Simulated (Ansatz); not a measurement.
SiH$_{4}$⁺, doublet: the ladder up to full CI

All five atoms lie in one plane.

Geometry: a point of a breathe scan, not a stationary point.

```yaml
atoms:
  - { symbol: Si, position_ang: [0.0000, 0.0000, 0.0000] }
  - { symbol: H, position_ang: [-0.0123, 1.1999, 1.1922] }
  - { symbol: H, position_ang: [-0.0185, -1.1922, 1.1998] }
  - { symbol: H, position_ang: [0.0185, 1.1922, -1.1998] }
  - { symbol: H, position_ang: [0.0123, -1.1999, -1.1922] }
```

Basis 6-31G; Ansatz 0.2.0. Correlated methods freeze the noble-gas cores, which leaves 7 electrons in 16 orbitals. Prefix R: restricted or restricted open-shell reference; prefix U: unrestricted. Active spaces: pair = (3e, 3o) about the gap.

Full CI is exact within this basis and frozen core; it isn't the basis-set limit. The frozen core follows each run's orbitals, which can shift R against U totals by a few meV.

Unrestricted rows (U) aren't spin-pure: their determinants' ⟨S²⟩ exceeds S(S+1) by up to 0.11, so they mix in states of higher spin. For open shells CISD is restricted-active-space CI with the open shells as a complete middle space.

The UHF ⟨S²⟩ is 0.859, the T1 diagnostic (RCCSD) is 0.0346 and the largest doubles amplitude (RCCSD) is 0.096. The T1 diagnostic (UCCSD) is 0.0255.

**Question.** From what is known of these methods and the diagnostics, rank them by the size of their error in total energy against full CI in 6-31G, smallest first (an estimate: the text doesn't fix the numbers).
A. BCCD(T)
B. MRCISD (pair space)
C. UMP2
D. CISD
E. RHF

**Answer.** A (2.5 kJ/mol), B (12.4 kJ/mol), D (19.4 kJ/mol), C (89.0 kJ/mol), E (274.1 kJ/mol).

All errors are against full CI in 6-31G. 

The full-CI state has the irrep Ag of D2h, in the program's axes (one component, if the state is degenerate).

Natural occupations of full CI about the gap: 1.959 1.935 1.935 1.005 0.065 0.040 0.040 0.010 0.003 0.003; effectively unpaired electrons, Σ n²(2−n)², 1.07.
